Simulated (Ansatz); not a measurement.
# SiH₄ (singlet): from Hartree-Fock to the top rungs at distance H1–H2 along a hydrogen transfer = 0.792 Å, 6-31G

How much of the correlation energy of SiH₄ (singlet) does each wave-function method recover here?

Computed with Ansatz 0.2.0, Gaussian basis. Level: 6-31G, core rule «outside noble gas», up to 5 orbitals frozen.

To be run: UHF; CCSD(T) on RHF; CCSD(T) on UHF; BCCD(T) on RHF; CISD; CCSDT(Q) on RHF; CCSDT(Q) on UHF; CISDTQ; CCSDTQ on RHF; CCSDTQ on UHF; CASSCF and MRCISD+Q, 2 electrons in 2 orbitals; CASSCF and NEVPT2, 2 electrons in 2 orbitals; CASSCF and MRCISD+Q, 8 electrons in 8 orbitals; CASSCF and NEVPT4(SD), 8 electrons in 8 orbitals; CASSCF and NEVPT2, 8 electrons in 8 orbitals; Full CI.

10 further runs of the same task are left out: 1 for a mislabelled method, 9 that didn't finish.

**1. What is computed**

The geometry derives from fragments relaxed apart (PBE0/def2-TZVP) and kept rigid, so it is no stationary point. A hydrogen atom is moved between rigid fragments.

5 atoms, charge 0, spin multiplicity 1.

Atoms are counted from 1 here; the program's logs count them from 0.

Bond lengths: H1–H2 0.792 Å, Si3–H4 1.526 Å, Si3–H5 1.526 Å. Angles: H4–Si3–H5 91.2°.

Coordinates:

```tsv
atom	x (Å)	y (Å)	z (Å)
H1	-2.4214	0.0549	0.0000
H2	-1.6294	0.0549	0.0000
Si3	0.0946	0.0549	0.0000
H4	0.7068	-0.8194	1.0900
H5	0.7068	-0.8194	-1.0900
```

**2. UHF**

in.yaml

```yaml
crystal:
  periodic: [false, false, false]
  atoms:
    - {symbol: H, position_ang: [-2.421360, 0.054876, 0.000000]}
    - {symbol: H, position_ang: [-1.629360, 0.054876, 0.000000]}
    - {symbol: Si, position_ang: [0.094640, 0.054876, 0.000000]}
    - {symbol: H, position_ang: [0.706821, -0.819409, 1.090012]}
    - {symbol: H, position_ang: [0.706820, -0.819409, -1.090012]}
basis:
  gaussian: {orbitals: 6-31G}
magnetization: {spin_polarized: true, initial_magnetization: 0}
hamiltonian: {xc: hf}
output: {orbitals: {seedname: orbitals}}
```

Launch:

```console
ansatz run in.yaml --threads 1 --pin off --events-out ev --progress --plain --max-ram 2393MiB
```

The runs that follow: CCSD(T) on RHF; CCSD(T) on UHF; BCCD(T) on RHF; CISD; CCSDT(Q) on RHF; CCSDT(Q) on UHF; CISDTQ; CCSDTQ on RHF; CCSDTQ on UHF; CASSCF and MRCISD+Q, 2 electrons in 2 orbitals; CASSCF and NEVPT2, 2 electrons in 2 orbitals; CASSCF and MRCISD+Q, 8 electrons in 8 orbitals; CASSCF and NEVPT4(SD), 8 electrons in 8 orbitals; CASSCF and NEVPT2, 8 electrons in 8 orbitals; Full CI.

Before running them: what should the planned runs give, taken together? Wanted: FCI below the RHF energy; RMP2 from FCI; RCCSD from FCI; RCCSD(T) from FCI; RCCSDT(Q) from FCI; NEVPT2 pair from FCI; MRCISD+Q pair from FCI; NEVPT2 valence from FCI; T1 diagnostic.

The runs gave:

| quantity | value |
| --- | --- |
| FCI below the RHF energy | -2.6212 eV |
| RMP2 from FCI | +804.0 meV |
| RCCSD from FCI | +43.7 meV |
| RCCSD(T) from FCI | +13.4 meV |
| RCCSDT(Q) from FCI | +0.8 meV |
| NEVPT2 pair from FCI | +729.8 meV |
| MRCISD+Q pair from FCI | -15.2 meV |
| NEVPT2 valence from FCI | +214.9 meV |
| levels within 1 kcal/mol (43 meV) | RCCSD(T), BCCD(T), RCCSDT, CISDTQ, RCCSDT(Q), RCCSDTQ, MRCISD+Q pair, MRCISD valence, MRCISD+Q valence |
| T1 diagnostic | 0.013 |
| effectively unpaired electrons | 0.08 |

What this shows: RCCSD(T) misses by +13.4 meV, 0.5 % of the correlation energy. MRCISD+Q pair falls below full CI: the +Q correction isn't variational, and the cores differ from full CI's. One determinant dominates. Of the multireference levels listed MRCISD+Q valence comes nearest in total energy (+14.1 meV), which doesn't show that its space is the better one. These misses are within one basis, not against nature.
